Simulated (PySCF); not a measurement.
**Molecular orbitals of PH**

UHF at R = 1.433 Å; PySCF, no relativity, basis sets P 6-31G(d,p), H 6-31G(d,p). State: ³Σ⁻ (triplet), unpaired electrons π ↑↑. Only the outer orbitals are listed, counted within each symmetry.

| spin | orbital | occ. | ε (eV) | on P (%) | main shells (%) |
| --- | --- | --- | --- | --- | --- |
| α | 4σ | 1 | -23.13 | 88 | 86 P s, 12 H s |
| α | 5σ | 1 | -12.89 | 62 | 47 P p, 38 H s, 13 P s |
| α | 2π | 1 | -10.47 | 100 | 100 P p |
| α | 2π | 1 | -10.47 | 100 | 100 P p |
| α | 6σ | 0 | 4.91 | 57 | 57 P p, 43 H s |
| β | 4σ | 1 | -19.10 | 65 | 61 P s, 34 H s |
| β | 5σ | 1 | -11.69 | 76 | 48 P p, 28 P s, 24 H s |
| β | 2π | 0 | 1.36 | 100 | 100 P p |
| β | 2π | 0 | 1.36 | 100 | 100 P p |
| β | 6σ | 0 | 5.93 | 66 | 55 P p, 34 H s, 8 P s |

Q: Which are the highest filled and the lowest empty level, where do they sit, and how wide is the gap?

A: Highest filled α 2π at -10.47 eV (in %: 100 P p); lowest empty β 2π at 1.36 eV (in %: 100 P p); the gap at UHF is 11.83 eV. Both belong to one degenerate shell, split only by its one-sided filling, so this is no excitation gap. An empty level above zero is unbound, and its energy depends on the basis.

```json
{
  "bond order (Mayer)": "0.95",
  "⟨S²⟩": "2.019",
  "charge on P (Mulliken, basis-dependent)": "0.09",
  "charge on P (Löwdin, basis-dependent)": "0.04",
  "dipole moment (positive dipole means P(−)H(+))": "0.68 D",
  "polarisability along the bond": "21.2 bohr³",
  "polarisability across the bond": "14.3 bohr³"
}
```

The state was picked by a PBE0 search and need not be the measured ground state.
